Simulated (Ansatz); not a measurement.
# FNSi: the cost of one run

Program: Ansatz 0.2.0, Gaussian basis. Level of theory: def2-TZVPP, core rule «outside noble gas», up to 7 orbitals frozen. These are calculated values, not measurements.

Plan: UHF; ROHF; CCSD(T) on UHF.

2 further runs of the same task are left out: 2 set aside as unsound or not needed.

## Step 1: The geometry

The geometry is a PBE0/def2-TZVP stationary point (not a proven minimum).

3 atoms, charge 0, spin multiplicity 3.

Atoms are counted from 1 here; the program's logs count them from 0.

Bond lengths: F1–Si3 1.593 Å, N2–Si3 1.670 Å. Angles: F1–Si3–N2 114.3°.

## Step 2: UHF

The input, in.yaml:

```yaml
crystal:
  periodic: [false, false, false]
  atoms:
    - {symbol: F, position_ang: [0.000000, 0.363379, 1.250957]}
    - {symbol: N, position_ang: [0.000000, 0.458595, -1.488424]}
    - {symbol: Si, position_ang: [0.000000, -0.474516, -0.103907]}
basis:
  gaussian: {orbitals: def2-TZVPP}
magnetization: {spin_polarized: true, initial_magnetization: 2}
hamiltonian: {xc: hf}
output: {orbitals: {seedname: orbitals}}
```

The run is started by

```bash
> ansatz run in.yaml --threads 1 --pin off --events-out ev --progress --plain --max-ram 2816MiB --backend cpu
```

Q: Estimate wall time and peak memory on 1 thread of AMD EPYC 7R13, shared host.

About 8 s, with a peak of 0.26 GiB.
